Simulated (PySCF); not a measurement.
**N₂: from the state search to spectroscopic constants**

One table from this session's results is given with a row withheld; the runs are named, their logs left out.

The runs use PySCF 2.14.0; N def2-SVP, no relativity.

The first run:

The job is set up so:

```yaml
atoms: N, N
charge: 0
basis: N def2-SVP
Hamiltonian: no relativity
basis_functions: 28
electrons_treated: 14
masses_in_u: 14.0031, 14.0031
levels: PBE0, PBE, r²SCAN, r²SCANh, PW91, PBEsol, ωB97X, HF, MP2, SCS-MP2, CCSD, CCSD(T)
grid: 80 radial by 434 angular points
occupations: held fixed by the projection of orbital angular momentum
dissociation_limit: N + N, each in its ground configuration
starting_distance_in_angstrom: 1.310
values_of_2S_to_try: 0, 2, 4
```

Among the steps run: Set-up; First curve: PBE0; Other states along the same grid; PBE (GGA); r²SCAN; r²SCANh (hybrid meta-GGA); PW91; PBEsol; ωB97X (range-separated hybrid); RHF (mean field); MP2 and coupled cluster.

One table of the session follows, with a row left open; its other results are not shown here.

```
      level  ωe (%)
        RHF   +18.4
    RHF-MP2    -5.2
RHF-SCS-MP2    -3.1
   RHF-CCSD    +4.4
RHF-CCSD(T)    +1.6
        PBE    +1.5
     PBEsol    +2.1
       PW91    +1.6
     r²SCAN    +4.8
    r²SCANh       ?
       PBE0    +7.2
      ωB97X    +8.1
```

Q: Estimate the row for r²SCANh from the others.

**Answer.** ωe (%): +6.6. In the column «ωe (%)» it lies between r²SCAN (+4.8) and PBE0 (+7.2).

Hartree–Fock falls on the short and stiff side, its usual fault.
